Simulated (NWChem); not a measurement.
**AlH (SMILES [AlH]) at HF/def2-TZVPPD**

What is the energy change on altering one bond length of AlH at HF/def2-TZVPPD? 

Program for the calculation: NWChem 7.3.0.

20 further runs of the same task are left out: 20 set aside as unsound or not needed. Runs told in other sessions of the task aren't counted.

### Step 1. The system as given

The species is AlH (2 atoms), meant as a singlet with charge 0. SMILES: `[AlH]`. The coordinates come from a PBE0-D4/def2-TZVP relaxation.

Bond lengths: Al1–H2 1.665 Å.

### Step 2. Energy and forces at HF/def2-TZVPPD

File sp.xyz:

```xyz
2

Al     0.000000     0.000000    -0.025640
H      0.000000     0.000000     1.639110
```

File sp.nw:

```
start sp
memory stack 880 mb heap 220 mb global 1100 mb

geometry units angstroms noautosym nocenter noautoz
 load format xyz sp.xyz
end

basis spherical bse
 * library def2-TZVPPD
end

scf
 thresh 1e-08
 maxiter 80
end

task scf gradient
```

Command:

```console
$ nwchem sp.nw > sp.out
```

Output:

```text
[...]
  functions       =    65
[...]
  wavefunction    = RHF
[...]
         Total SCF energy =   -242.457935387729
      One-electron energy =   -345.568161889046
      Two-electron energy =     98.977891774183
 Nuclear repulsion energy =      4.132334727134
        Time for solution =      5.4s
[...]
                         RHF ENERGY GRADIENTS
    atom               coordinates                        gradient
                 x          y          z           x          y          z
   1 Al      0.000000   0.000000  -0.048453   -0.000000   0.000000  -0.003512
   2 H       0.000000   0.000000   3.097469    0.000000  -0.000000   0.003512
[...]
```

It took 7.8 s on 1 thread of Intel Xeon Platinum 8259CL at 2.50GHz (Skylake/Cascade Lake), shared host; peak memory 0.1 GiB.

### Step 3. The distorted shape: the energy at HF/def2-TZVPPD

File mol.xyz:

```xyz
2

Al     0.000000     0.000000    -0.857990
H      0.000000     0.000000     1.639110
```

File mol.nw:

```
start mol
memory stack 880 mb heap 220 mb global 1100 mb

geometry units angstrom noautosym nocenter noautoz
  load format xyz mol.xyz
end

basis spherical bse
  * library def2-TZVPPD
end

scf
  thresh 1e-08
  maxiter 80
  print medium
end

task scf energy
```

Command:

```console
$ nwchem mol.nw > mol.out
```

Output:

```text
[...]
  functions       =    65
[...]
  wavefunction    = RHF
[...]
         Total SCF energy =   -242.402095099816
      One-electron energy =   -342.284662949140
      Two-electron energy =     97.127650450343
 Nuclear repulsion energy =      2.754917398981
        Time for solution =      3.3s
[...]
```

It took 4.2 s on 1 thread of Intel Xeon Platinum 8259CL at 2.50GHz (Skylake/Cascade Lake), shared host; peak memory 0.1 GiB.

### Step 4. What came out

Level: HF/def2-TZVPPD.

```
                                                          quantity          value
                                         first shape: total energy  -242.45794 Eh
                                        first shape: dipole moment         0.03 D
                                          first shape: HOMO energy       -7.87 eV
                                          first shape: LUMO energy        0.82 eV
                                        first shape: HOMO–LUMO gap        8.69 eV
                             first shape: largest force on an atom     0.181 eV/Å
                                     distorted shape: total energy  -242.40210 Eh
                                    distorted shape: dipole moment         4.04 D
                                      distorted shape: HOMO energy       -7.66 eV
                                      distorted shape: LUMO energy        0.29 eV
                                    distorted shape: HOMO–LUMO gap        7.95 eV
energy change with the Al1–H2 bond stretched from 1.665 to 2.497 Å       1.519 eV
```

One bond (distorted shape) is far stretched, which a spin-restricted single reference describes badly; a broken-symmetry solution may lie lower. With the Al1–H2 bond stretched from 1.665 to 2.497 Å the energy rises by 1.52 eV (147 kJ/mol). The first shape isn't relaxed at this level, so the change isn't measured from a minimum. A restricted reference can't describe the breaking bond well at this length.
